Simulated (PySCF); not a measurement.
A geometry optimisation, step by step.

Species: C₂H₇OP.
Bonds: C1–P2, P2–C3, P2–O4 (double). Hydrogens: H5, H6, H7 on C1; H8 on P2; H9, H10, H11 on C3.

Method: PBE0-D3(BJ)/def2-SVP geometry optimisation, gas phase (PySCF); density fitting, grid level 1; the optimiser is geomeTRIC in internal coordinates, started from a GFN2-xTB structure with every atom displaced at random (about 0.01 Å). The frame can shift and turn from step to step; on so coarse a grid that alone can change the energy by a few meV, and forces under 0.02 eV/Å are noise.

Step 0: E = -13510.1563 eV, largest atomic force 1.804 eV/Å
```
atom  x, y, z in Å  |  force x, y, z in eV/Å
C1     -1.406   -0.154    0.444   -0.729   1.518  -0.646
P2      0.088    0.750   -0.049    0.275  -0.703   0.089
C3      1.335   -0.520   -0.391    0.385   0.549   1.112
O4      0.552    1.788    0.898    0.166   0.635   0.772
H5     -1.732   -0.864   -0.315   -0.045  -0.333  -0.169
H6     -2.217    0.614    0.581    0.541  -0.568  -0.036
H7     -1.226   -0.623    1.393    0.147  -0.508   0.776
H8     -0.198    1.254   -1.320   -0.344   0.062  -0.716
H9      2.248   -0.012   -0.728    0.005   0.001  -0.169
H10     1.591   -1.010    0.571   -0.152   0.076  -0.252
H11     1.003   -1.251   -1.099   -0.249  -0.730  -0.762
```

Step 1: E = -13510.2042 eV, largest atomic force 0.493 eV/Å
```
atom  x, y, z in Å  |  force x, y, z in eV/Å
C1     -1.413    0.350    0.285    0.234  -0.362   0.241
P2      0.323    0.662   -0.117    0.033   0.406  -0.203
C3      1.174   -0.937   -0.198   -0.004  -0.034  -0.224
O4      0.960    1.656    0.805    0.014  -0.165  -0.111
H5     -1.947   -0.247   -0.474    0.032   0.142   0.096
H6     -1.847    1.350    0.412   -0.234  -0.058  -0.023
H7     -1.422   -0.173    1.261   -0.179   0.130  -0.165
H8      0.219    1.067   -1.495    0.151  -0.092   0.132
H9      2.241   -0.741   -0.396   -0.105  -0.035   0.043
H10     1.078   -1.408    0.787    0.079  -0.093   0.151
H11     0.777   -1.622   -0.967   -0.019   0.160   0.065
```

Step 2: E = -13510.2297 eV, largest atomic force 0.160 eV/Å
```
atom  x, y, z in Å  |  force x, y, z in eV/Å
C1     -1.405    0.341    0.292    0.148   0.019   0.057
P2      0.332    0.681   -0.116    0.039   0.065   0.092
C3      1.165   -0.926   -0.197   -0.043  -0.078   0.023
O4      0.987    1.663    0.803   -0.030  -0.017  -0.063
H5     -1.920   -0.264   -0.468   -0.008   0.006  -0.043
H6     -1.893    1.319    0.405   -0.105  -0.029  -0.041
H7     -1.441   -0.174    1.264   -0.005   0.017  -0.023
H8      0.265    1.063   -1.496   -0.016   0.004   0.035
H9      2.229   -0.747   -0.405    0.009  -0.010  -0.012
H10     1.080   -1.409    0.789    0.036  -0.001  -0.024
H11     0.744   -1.589   -0.968   -0.025   0.024  -0.002
```

Step 3: E = -13510.2357 eV, largest atomic force 0.078 eV/Å
```
atom  x, y, z in Å  |  force x, y, z in eV/Å
C1     -1.396    0.339    0.292    0.008   0.077   0.003
P2      0.341    0.692   -0.104   -0.003  -0.013   0.077
C3      1.159   -0.925   -0.194   -0.009  -0.011   0.049
O4      0.999    1.677    0.807   -0.006  -0.003  -0.006
H5     -1.888   -0.275   -0.476    0.011  -0.034  -0.033
H6     -1.923    1.299    0.390   -0.004  -0.013  -0.032
H7     -1.444   -0.174    1.263    0.011  -0.024   0.032
H8      0.272    1.070   -1.482   -0.010   0.024  -0.025
H9      2.222   -0.759   -0.419    0.018  -0.006  -0.028
H10     1.088   -1.415    0.789    0.003   0.012  -0.024
H11     0.715   -1.572   -0.964   -0.020  -0.009  -0.012
```

Step 4: E = -13510.2375 eV, largest atomic force 0.059 eV/Å
```
atom  x, y, z in Å  |  force x, y, z in eV/Å
C1     -1.391    0.337    0.292   -0.049   0.031  -0.009
P2      0.345    0.700   -0.093   -0.004  -0.030   0.008
C3      1.154   -0.923   -0.192    0.022   0.018   0.011
O4      1.004    1.684    0.817    0.002  -0.002   0.021
H5     -1.860   -0.289   -0.482    0.018  -0.025   0.002
H6     -1.939    1.287    0.372    0.018   0.005  -0.014
H7     -1.445   -0.173    1.264    0.007  -0.007   0.013
H8      0.276    1.079   -1.471    0.000   0.022  -0.010
H9      2.216   -0.767   -0.433   -0.002  -0.006  -0.020
H10     1.094   -1.417    0.789   -0.005   0.006  -0.002
H11     0.691   -1.561   -0.959   -0.008  -0.012   0.000
```

Step 5: E = -13510.2382 eV, largest atomic force 0.040 eV/Å
```
atom  x, y, z in Å  |  force x, y, z in eV/Å
C1     -1.390    0.336    0.290   -0.037  -0.007  -0.014
P2      0.347    0.702   -0.085   -0.003  -0.016  -0.024
C3      1.153   -0.921   -0.193    0.014   0.018  -0.013
O4      1.005    1.683    0.829    0.003  -0.006   0.028
H5     -1.845   -0.300   -0.485    0.008  -0.011   0.015
H6     -1.946    1.283    0.357    0.016   0.006  -0.004
H7     -1.450   -0.170    1.265    0.002   0.009   0.001
H8      0.278    1.089   -1.462    0.007   0.013   0.004
H9      2.213   -0.771   -0.446   -0.007   0.000  -0.008
H10     1.100   -1.417    0.788   -0.001   0.003   0.007
H11     0.679   -1.557   -0.956   -0.001  -0.009   0.007
```

Step 6: E = -13510.2390 eV, largest atomic force 0.044 eV/Å
```
atom  x, y, z in Å  |  force x, y, z in eV/Å
C1     -1.392    0.334    0.287    0.001  -0.040  -0.019
P2      0.348    0.703   -0.075   -0.002   0.003  -0.036
C3      1.154   -0.919   -0.195   -0.005   0.005  -0.033
O4      1.002    1.676    0.852   -0.001  -0.010   0.023
H5     -1.830   -0.316   -0.487   -0.008   0.006   0.019
H6     -1.952    1.279    0.334    0.001   0.006   0.005
H7     -1.458   -0.163    1.266   -0.004   0.022  -0.004
H8      0.284    1.105   -1.448    0.012   0.003   0.016
H9      2.210   -0.772   -0.464   -0.006   0.005   0.006
H10     1.110   -1.416    0.785    0.007   0.001   0.012
H11     0.668   -1.554   -0.952    0.005  -0.001   0.012
```

Step 7: E = -13510.2397 eV, largest atomic force 0.053 eV/Å
```
atom  x, y, z in Å  |  force x, y, z in eV/Å
C1     -1.395    0.332    0.282    0.028  -0.041  -0.018
P2      0.348    0.703   -0.066   -0.003   0.013  -0.023
C3      1.156   -0.918   -0.199   -0.018  -0.008  -0.032
O4      0.995    1.664    0.876   -0.004  -0.009   0.011
H5     -1.823   -0.330   -0.487   -0.015   0.013   0.011
H6     -1.956    1.276    0.312   -0.010   0.001   0.007
H7     -1.468   -0.153    1.267   -0.005   0.022  -0.004
H8      0.292    1.121   -1.435    0.010  -0.003   0.015
H9      2.209   -0.768   -0.479   -0.001   0.007   0.012
H10     1.122   -1.414    0.782    0.012   0.001   0.010
H11     0.664   -1.553   -0.951    0.006   0.004   0.009
```

Step 8: E = -13510.2400 eV, largest atomic force 0.034 eV/Å
```
atom  x, y, z in Å  |  force x, y, z in eV/Å
C1     -1.398    0.328    0.276    0.027  -0.018  -0.010
P2      0.346    0.701   -0.061   -0.003   0.009  -0.002
C3      1.159   -0.916   -0.202   -0.016  -0.011  -0.014
O4      0.987    1.653    0.896   -0.005  -0.003   0.000
H5     -1.824   -0.339   -0.487   -0.010   0.008   0.001
H6     -1.960    1.273    0.297   -0.011  -0.002   0.005
H7     -1.475   -0.146    1.266   -0.002   0.009  -0.001
H8      0.300    1.132   -1.426    0.005  -0.003   0.007
H9      2.210   -0.761   -0.485    0.003   0.005   0.009
H10     1.133   -1.413    0.779    0.009   0.001   0.003
H11     0.667   -1.554   -0.951    0.004   0.005   0.002
```

Step 9: E = -13510.2402 eV, largest atomic force under 0.02 eV/Å
```
atom  x, y, z in Å  |  force x, y, z in eV/Å
C1     -1.400    0.326    0.273    0.009  -0.001  -0.003
P2      0.345    0.700   -0.060   -0.001   0.002   0.005
C3      1.161   -0.915   -0.202   -0.006  -0.005   0.000
O4      0.981    1.650    0.902   -0.003   0.001  -0.002
H5     -1.827   -0.342   -0.489   -0.002   0.001  -0.003
H6     -1.962    1.270    0.294   -0.004  -0.002   0.001
H7     -1.477   -0.145    1.264    0.000  -0.001   0.000
H8      0.303    1.135   -1.423    0.001  -0.001   0.000
H9      2.212   -0.756   -0.483    0.003   0.002   0.003
H10     1.136   -1.412    0.779    0.003   0.001  -0.001
H11     0.673   -1.554   -0.953    0.002   0.003  -0.002
```

Task: Summarise the path.

Result: The energy falls by 1.93 kcal/mol from step 0 to step 9; nine tenths of that is first reached at step 3. It falls at every step. The largest force goes from 1.804 to under 0.02 eV/Å. Among the bonds P2–H8 changes most, from 1.397 to 1.431 Å; the atoms move by 0.032 Å rms after alignment.

Task: Follow the three bonds and two angles with the largest change from start to end.

Result: 
```
step  E above end (kcal/mol)  largest force (eV/Å)  P2–H8 (Å)  C3–H11 (Å)  C1–H7 (Å)  C1–P2–H8 (°)  H5–C1–H7 (°)
   0                    1.93                 1.804      1.397       1.070      1.074         105.0         112.4
   1                    0.83                 0.493      1.440       1.104      1.107         101.1         110.3
   2                    0.24                 0.160      1.433       1.100      1.101         102.8         109.8
   3                    0.10                 0.078      1.430       1.100      1.099         102.5         109.7
   4                    0.06                 0.059      1.431       1.100      1.100         102.2         109.7
   5                    0.04                 0.040      1.432       1.100      1.100         102.0         109.6
   6                    0.03                 0.044      1.432       1.101      1.100         101.9         109.6
   7                    0.01                 0.053      1.432       1.101      1.100         101.9         109.6
   8                    0.00                 0.034      1.432       1.101      1.100         102.0         109.6
   9                    0.00            under 0.02      1.431       1.100      1.100         102.1         109.7
```

The cost below is that of the whole optimisation. The run took 21 s wall on one thread, Arm Neoverse V2 (aarch64), no GPU (shared host), and the process peaked at 0.39 GiB of memory.
